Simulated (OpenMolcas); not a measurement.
P2H2 (phosphanylidenephosphane): methods side by side

P2H2: 4 atoms, total charge 0, spin state singlet. SMILES: `[H]/P=P/[H]`. The coordinates come from a GFN2-xTB relaxation.

```xyz
4

P    -0.0244   -1.0036    0.0883
P     0.0244    1.0035   -0.0883
H     1.0373   -1.0676    1.0033
H    -1.0373    1.0677   -1.0034
```

Quantity: the energy change with the P2–H4 bond stretched from 1.403 to 1.754 Å, in eV. The values are calculated.

```
                     level                   kind     program  value (eV)  less FCI/STO-3G  CPU time (all runs)
    HF/STO-3G (restricted)           Hartree–Fock  OpenMolcas        1.38            +0.49                2.5 s
 SVWN5/STO-3G (restricted)                    LDA  OpenMolcas        0.88            -0.01                4.8 s
   PBE/STO-3G (restricted)                    GGA  OpenMolcas        0.82            -0.07                5.9 s
r2SCAN/STO-3G (restricted)               meta-GGA  OpenMolcas        0.92            +0.03                6.7 s
 B3LYP/STO-3G (restricted)          global hybrid  OpenMolcas        0.93            +0.04                5.4 s
B2PLYP/STO-3G (restricted)          double hybrid  OpenMolcas        1.00            +0.11                  5 s
   MP2/STO-3G (restricted)    perturbation theory  OpenMolcas        1.06            +0.17                2.6 s
  CISD/STO-3G (restricted)  coupled cluster or CI  OpenMolcas        1.00            +0.11                2.7 s
                FCI/STO-3G     exact in the basis  OpenMolcas        0.89             0.00                6.6 s
```

FCI/STO-3G is exact within its basis and frozen core, so for wave-function methods in that basis the difference is their error; functionals converge differently with the basis, so for them it is only a difference. The first shape isn't each level's own minimum. The values span 0.82 to 1.38 eV. All rows use very small basis sets, so even the best lies far from the true value. Times are those of the runs behind each value, whatever else they computed, on shared processors of several kinds: orders of magnitude only.
